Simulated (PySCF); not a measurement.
These are ωB97X-D3(BJ)/def2-TZVP // PBE0-D3(BJ)/def2-TZVP run with PySCF values and carry that method's errors. Gas-phase values, no solvent. 

Reference species (SMILES): `C=[SiH]` (neutral, multiplicity 2).

```json
{
 "dipole_moment": "0.79 D"
}
```

Changed species: `[OH]` (radical fragment; the reference has radical fragment).

Predict the effect on the dipole moment.

the dipole moment rises by 0.98 D, to 1.77 D.
